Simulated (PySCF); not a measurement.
# CO2: the cost of one run

The runs use PySCF 2.14.0, with density-fitted response routines of our own; the level of theory stands in each step. All values are computed, except where a source is named. Atoms are numbered from 0 throughout.

## 1. The molecule as given

3 atoms, charge 0, multiplicity 1; geometry from: GFN2-xTB. The atoms were then displaced at random by about 0.01 Å, so the start is not that level's minimum.

Bonds of the start (Å): O0–C1 1.11, C1–O2 1.13.

## 2. Optimising the geometry at PBE0-D3(BJ)/def2-TZVP

What the job is given:

```
{"job": {"xc": "PBE0", "basis": "def2-TZVP", "d3": "d3bj", "grid": 2, "shake": 0.01, "kind": "geom"}, "charge": 0, "multiplicity": 1}
O     -1.080810     0.338810    -0.001920
C     -0.001840     0.065260    -0.006350
O      1.088660    -0.227120    -0.010910
```

On the command line:

```console
$ OMP_NUM_THREADS=1 python probes_run.py task.json out
```

The driver reads the jobs from task.json and runs them one after another.

**Question.** How long does this first job take on 1 thread of Arm Neoverse V1, shared host, and how much memory does it need?

About 5.8 s, with a peak of 0.35 GiB.
